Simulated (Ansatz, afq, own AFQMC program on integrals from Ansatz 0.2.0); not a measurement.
**Where AFQMC and coupled cluster stand for MoNH₃, septet**

```xyz
5

Mo   -5.9392    0.0182   -0.0041
N     1.2048   -0.0037    0.0008
H     1.5752   -0.9480    0.0060
H     1.5790    0.4710    0.8154
H     1.5801    0.4625   -0.8182
```

Connectivity, by distances: Mo ··· NH3.

Basis def2-SVP with its core potentials. Only valence electrons are correlated. AFQMC by an in-house program on the Cholesky factors that Ansatz 0.2.0 writes for its CCSD(T) run. ph-AFQMC/CISD is guided by a CISD state made of CCSD amplitudes; releasing the constraint for a short imaginary time cuts its bias at the price of noise, slowly where states lie close. Uncertainties: one standard error, sampling alone. No spin–orbit coupling. The metal's outer-core s and p shells are frozen, which shifts wave-function levels against functionals.

Determinant: UHF, the one that the program's search chose, which needn't be the lowest solution. The geometry is a point of a scan.

No full CI on the walks' own integrals is used here; CCSDT(Q) serves as the reference and is uncertain by about the last step of the cluster series.

Cautions: no spin-orbit coupling; outer-core shells of the metal frozen; lower spins were not checked; higher spins were not checked; CCSDT(Q) on the ROHF determinant differs (46 meV higher), by its state or its frozen core.

```
T1 diagnostic                               : 0.0065
weight of the determinant in the CISD state : 0.911
⟨S²⟩ of the determinant                     : 12.002
size of the correlated space                : 14 electrons in 55 orbitals
```

```csv
level,correlation energy (eV)
MP2,-6.5090
CCSD,-7.1385
CCSD(T),-7.2657
```

Problem. Estimate where AFQMC with the constraint released lies against CCSD(T) on the same integrals.

Solution. 19.8 ± 3.6 meV below CCSD(T).

Reference: CCSDT(Q), correlation energy -7.286 eV. The released energy is read at 2.60 1/Eh (meV from the phaseless value at times in 1/Eh: -5 ± 3 at 0.24, -3.3 ± 2.5 at 0.60, -4 ± 4 at 1.20, -5 ± 4 at 1.80, -5 ± 4 at 2.60).

| level | E − E(reference) (meV) | share of correlation (%) |
| --- | --- | --- |
| CCSD(T) | 20.7 | 99.72 |
| CCSDT | 8.8 | 99.88 |
| ph-AFQMC/HF | 80.6 ± 24.6 | 98.89 |
| ph-AFQMC/CISD | 5.8 ± 3.3 | 99.92 |
| released AFQMC | 0.9 ± 3.6 | 99.99 |

A walk keeps the symmetry of its determinant, which the program's search chose and which needn't be the lowest solution, so a lower state of the same spin and another symmetry isn't excluded. Released energies are given only where the last usable release times agree within the noise; a slower fall can still hide under it.
